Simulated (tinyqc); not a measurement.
Inside a calculation. Method: Hueckel theory of the pi electrons, for the molecule [CH2]C([CH2])=C (SMILES; centres numbered as the heavy atoms are written). Computed by tinyqc, a small Python program that keeps every step. Settings: charge = 0. Command: `OMP_NUM_THREADS=1 python tinyqc.py 24631 24632 out.jsonl` (the two numbers bound the seeds that draw the settings). One thread of a shared host (Intel(R) Xeon(R) Processor @ 2.60GHz), about 0.01 s of CPU time with the checks.

## The Hueckel matrix

Centres:
```
centre  z_r, pi electrons of the neutral centre        h
1C                                            1  0.00000
2C                                            1  0.00000
3C                                            1  0.00000
4C                                            1  0.00000
```

Bonds:
```
i  j  k
1  2  1
2  3  1
2  4  1
```

H_rr = alpha + h_r beta, H_rs = k_rs beta for bonded centres.

Hueckel matrix in units of beta (H = alpha + beta A):
```
         1C       2C       3C       4C
1C  0.00000  1.00000  0.00000  0.00000
2C  1.00000  0.00000  1.00000  1.00000
3C  0.00000  1.00000  0.00000  0.00000
4C  0.00000  1.00000  0.00000  0.00000
```

## Orbitals

pi electrons, sum of z_r less the charge = 4

Diagonalise; E = alpha + x beta with beta < 0, so the largest x are filled first; degenerate levels share their electrons. P = sum n_i c_ri c_si; each orbital has its largest coefficient positive (the first on a tie).

x values: 1.73205  0.00000  0.00000  -1.73205

occupations: 2.00000  1.00000  1.00000  0.00000

coefficients:
```
        MO1       MO2       MO3       MO4
1C  0.40825   0.00000   0.81650  -0.40825
2C  0.70711   0.00000   0.00000   0.70711
3C  0.40825   0.70711  -0.40825  -0.40825
4C  0.40825  -0.70711  -0.40825  -0.40825
```

charge and bond-order matrix P:
```
         1C       2C       3C       4C
1C  1.00000  0.57735  0.00000  0.00000
2C  0.57735  1.00000  0.57735  0.57735
3C  0.00000  0.57735  1.00000  0.00000
4C  0.00000  0.57735  0.00000  1.00000
```

Within a degenerate level the vectors are fixed only up to a rotation; this is one choice.

## Energy, charges, bond orders

E = sum n x; q_r = z_r - P_rr; bond order p = P_rs; free valence = sqrt(3) - sum of p over the bonds of the atom.

pi energy = 4 alpha + this times beta = 3.46410

pi charges: 1C 0.00000, 2C 0.00000, 3C 0.00000, 4C 0.00000

Bond orders and lengths from R = 1.517 - 0.180 p (angstrom, C-C alone):
```
bond        p        R
1-2   0.57735  1.41308
2-3   0.57735  1.41308
2-4   0.57735  1.41308
```

free valence of the carbons: 1C 1.15470, 2C 0.00000, 3C 1.15470, 4C 1.15470

gap between the highest filled and the next level = 1.73205 |beta|
